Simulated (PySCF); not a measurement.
Fill in the blanks.

Compound: C2H3NO (charge -1 and doublet state).
Z-matrix (Å and degrees, PBE0-D3(BJ)/def2-SVP geometry), rows numbered from 1:
```
N 
C   1  1.3362
C   2  1.4191  1  124.60
O   3  1.2575  2  127.14  1  -179.94
H   1  1.0253  2  107.09  3  -179.93
H   2  1.1131  1  122.69  3  -179.98
H   3  1.1299  2  112.34  1     0.05
```

| property | level | value |
| --- | --- | --- |
| point group | PBE0-D3(BJ)/def2-SVP | ? |
| rotational constants A, B, C | PBE0-D3(BJ)/def2-SVP | ? |
| isotropic g value | unrestricted B3LYP/IGLO-III on C N O, pcH-1 on H, mean-field spin–orbit | ? |
| spin squared ⟨S²⟩ | unrestricted B3LYP/IGLO-III on C N O, pcH-1 on H | ? |
| largest isotropic hyperfine couplings (means over sets of like nuclei) | unrestricted B3LYP/IGLO-III on C N O, pcH-1 on H | 1H -27.5 (H5), 17O -24.8 (O4), 1H -18.7 (H7), 14N +16.1 (N1), 13C -12.9 (C2) MHz |

Electronic properties: PySCF, gas phase, density fitting. Whether the extra electron is bound in the gas phase wasn't checked; a finite basis holds it in any case. The geometry's basis has no diffuse functions, a weakness for an anion. The unpaired spin is shared among atoms: the largest Mulliken spin population is 0.43.

(1) What is the spin squared ⟨S²⟩?

(2) What is the point group?

(3) What are the rotational constants A, B, C?

(4) What is the isotropic g value?

## Answers

(1) 0.759.

(2) Cs.

(3) 58.893, 4.487, 4.169 GHz.

(4) 2.00447.

⟨S²⟩ is 0.009 above the pure-spin value S(S + 1) = 0.75. With B = h/(8π²I), that is 505.379 GHz u Å² over I, the principal moments of inertia are 8.6, 112.6 and 121.2 u Å² (most abundant isotopes); the inertial defect Ic − Ia − Ib is 0.0 u Å² (zero for a rigid planar frame, negative otherwise). The rotational constants make it an asymmetric top with κ = (2B − A − C)/(A − C) = -0.99, nearer the prolate limit (−1).

One conformer stands for the species.
